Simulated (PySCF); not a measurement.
H3N, charge +1, multiplicity 2. Atoms are numbered in the order given.

```xyz
4

N      0.0000     0.0000     0.0000
H      1.0243     0.0000     0.0000
H     -0.5121    -0.8870     0.0000
H     -0.5121     0.8870     0.0000
```
Charge +1, spin multiplicity 2.

Geometry: r2SCAN-D4/def2-TZVPD. The spin state was assumed, not searched.

The numbers are results of M06-2X/def2-TZVPD (PySCF), not measurements.

Isolated molecule, no solvent.

**Question.** Estimate the frontier levels, dipole moment and polarisability. (Estimate from the structure and the level; the computed values follow.)

**Answer.** 
```yaml
"α spin, highest occupied and lowest empty level": -21.35 and -5.76 eV
"β spin, highest occupied and lowest empty level": -25.27 and -11.43 eV
dipole_moment_about_the_centre_of_nuclear_charge: 0.00 D
mean_static_polarisability: 7.5 bohr³ (1.12 Å³)
polarisability_principal_values: 6.1, 8.3, 8.3 bohr³
"⟨S²⟩": 0.755 (pure state 0.75)
```
